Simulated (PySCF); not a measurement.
C4H6, SMILES C=CC=C.

Coordinates come from a r2SCAN-D4/def2-SVP optimisation. The values are those of a single conformer.

Two levels are set side by side: PBE/def2-TZVP (PySCF) and B3LYP/def2-TZVP (PySCF). Same geometry, gas phase. Differences are taken from unrounded values.

```
quantity                     B3LYP    PBE  PBE minus B3LYP
---------------------------  -----  -----  ---------------
orbital gap (eV)              5.42   3.92            -1.50
highest occupied level (eV)  -6.57  -5.81             0.76
lowest empty level (eV)      -1.15  -1.89            -0.74
mean polarisability (bohr³)   54.2   54.6              0.4
```

Without exact exchange PBE keeps part of each electron's self-repulsion, which lifts occupied levels and narrows the gap. Differences between two approximate levels are no errors against the true value.

Rough cost on one machine, each run with all the roots and properties that it gave: B3LYP against PBE within a factor of 2.
